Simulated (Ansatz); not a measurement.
A run of Ansatz (development build ahead of 0.2.0) on singlet C₄H₈ at this shape:

```xyz
12

C     1.0751    0.0026   -0.0013
C     0.0020    1.1068    0.0087
C    -1.0809   -0.0295    0.0004
C    -0.0193   -1.1315   -0.0002
H     1.7396   -0.0048    0.8735
H    -0.0055    1.7729    0.9014
H    -1.7109    0.0180    0.8638
H     0.0069   -1.7095    0.9074
H     1.7360   -0.0148   -0.9059
H    -0.0217    1.7245   -0.8650
H    -1.7167    0.0115   -0.9037
H    -0.0047   -1.7461   -0.8790
```

Its results:

```
Converged                       : yes
Total energy                    : -155.97900 hartree
Spin squared of the determinant : 0.000
```

(1) Which input gives this output? Name the method, the orbitals and the basis set, and write the input.

## Answers

(1) RHF in def2-SVP. An unrestricted run that stays on the closed shell gives the same numbers.

```yaml
crystal:
  periodic: [false, false, false]
  atoms:
    - { symbol: C, position_ang: [1.0751, 0.00256, -0.00131] }
    - { symbol: C, position_ang: [0.00201, 1.10679, 0.00867] }
    - { symbol: C, position_ang: [-1.08088, -0.02951, 0.00044] }
    - { symbol: C, position_ang: [-0.0193, -1.13148, -0.00016] }
    - { symbol: H, position_ang: [1.73956, -0.00478, 0.87351] }
    - { symbol: H, position_ang: [-0.00548, 1.77293, 0.90137] }
    - { symbol: H, position_ang: [-1.71086, 0.01799, 0.86378] }
    - { symbol: H, position_ang: [0.00688, -1.70954, 0.90738] }
    - { symbol: H, position_ang: [1.73601, -0.01483, -0.9059] }
    - { symbol: H, position_ang: [-0.02167, 1.72447, -0.86499] }
    - { symbol: H, position_ang: [-1.71672, 0.01154, -0.90374] }
    - { symbol: H, position_ang: [-0.00466, -1.74613, -0.87905] }
basis:
  gaussian: { orbitals: def2-SVP }
hamiltonian:
  xc: hf
```
